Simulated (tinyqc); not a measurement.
Inside a calculation. Method: extended Hueckel theory, for H3O+. The parameters take no account of the charge, which enters only through the electron count. One step of it, computed by the program tinyqc.

Problem. Wolfsberg-Helmholz matrix. H_ij = K' S_ij (H_ii + H_jj)/2 for i != j (the diagonal keeps H_ii), with K' = 1.75.

overlap S, lower triangle:
```
           1O 2s     1O 2px     1O 2py     1O 2pz     2H 1s     3H 1s     4H 1s
1O 2s   1.000000
1O 2px  0.000000   1.000000
1O 2py  0.000000   0.000000   1.000000
1O 2pz  0.000000   0.000000   0.000000   1.000000
2H 1s   0.436916   0.378796   0.000000  -0.011432  1.000000
3H 1s   0.436821  -0.189341   0.328013  -0.011429  0.162935  1.000000
4H 1s   0.436821  -0.189341  -0.328013  -0.011429  0.162935  0.162867  1.000000
```

diagonal H_ii (eV): 1O 2s -32.300000, 1O 2px -14.800000, 1O 2py -14.800000, 1O 2pz -14.800000, 2H 1s -13.600000, 3H 1s -13.600000, 4H 1s -13.600000

K = 1.750000

Give: H.

Solution.

H (eV), lower triangle:
```
           1O 2s    1O 2px    1O 2py    1O 2pz     2H 1s     3H 1s     4H 1s
1O 2s   -32.3000
1O 2px    0.0000  -14.8000
1O 2py    0.0000    0.0000  -14.8000
1O 2pz    0.0000    0.0000    0.0000  -14.8000
2H 1s   -17.5477   -9.4131    0.0000    0.2841  -13.6000
3H 1s   -17.5438    4.7051   -8.1511    0.2840   -3.8778  -13.6000
4H 1s   -17.5438    4.7051    8.1511    0.2840   -3.8778   -3.8762  -13.6000
```
